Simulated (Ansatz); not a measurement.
Ansatz (a quantum-chemistry and plane-wave program) input (CCSD(T)/cc-pwCVQZ): A basis named .json is the Basis Set Exchange file of that set (core-valence sets with the plain set on hydrogen).

Ansatz 0.2 input:
```yaml
crystal:
  periodic: [false, false, false]
  atoms:
    - {symbol: F, position_ang: [-0.00000000, -0.00000000, -0.69824324]}
    - {symbol: F, position_ang: [0.00000000, 0.00000000, 0.69824324]}
basis:
  gaussian:
    orbitals: cc-pwCVQZ.json
magnetization: {spin_polarized: false}
correlation: {method: ccsd_t, frozen_orbitals: {F: 0}}
```

Output:

```
Functional definition: HF
integrals: 0.48 GiB planned
1103 factors; integrals over basis functions are off by at most 1.1e-3 eV
mean field: 0.43 GiB planned
mean field evaluation 1: about -5408.2467 eV, gradient 2.2e1 eV
mean field evaluation 2: about -5408.2490 eV, gradient 2.2e1 eV
mean field evaluation 4: about -5408.8131 eV, gradient 1.1e0 eV
mean field evaluation 8: about -5408.8157 eV, gradient 5.6e-6 eV
mean field evaluation 16: about -5408.8156 eV, gradient 3.2e-1 eV
mean field -5408.81573311 eV, -198.7703119648 hartree, gradient 1.9e-6 eV, S^2 0.000000; 0 other end points of the search recorded, 0 dependent functions left out; unrestricted orbitals would lower it
reference -5408.81573311 eV, -198.7703119648 hartree; 9, 9 occupied and 159, 159 virtual orbitals, 1103 factors
second order -18.93299922 eV of doubles, -0.00000000 eV of singles
coupled cluster: 0.90 GiB planned
cycle   1  -18.46864173 eV  change    4.6e-1 eV  update   7.2e-2
cycle   2  -18.87042978 eV  change   -4.0e-1 eV  update   2.5e-2
cycle   3  -18.94883241 eV  change   -7.8e-2 eV  update   9.6e-3
cycle   4  -18.94406922 eV  change    4.8e-3 eV  update   2.0e-3
cycle   5  -18.94596651 eV  change   -1.9e-3 eV  update   8.5e-4
cycle   6  -18.94654752 eV  change   -5.8e-4 eV  update   3.2e-4
cycle   7  -18.94626764 eV  change    2.8e-4 eV  update   1.2e-4
cycle   8  -18.94628191 eV  change   -1.4e-5 eV  update   3.3e-5
cycle   9  -18.94626092 eV  change    2.1e-5 eV  update   9.4e-6
coupled cluster: 0.90 GiB planned
perturbative correction -0.59638304 eV, -0.0219166724 hartree
Total energy: -5428.35837707 eV, -199.4884908840 hartree
```
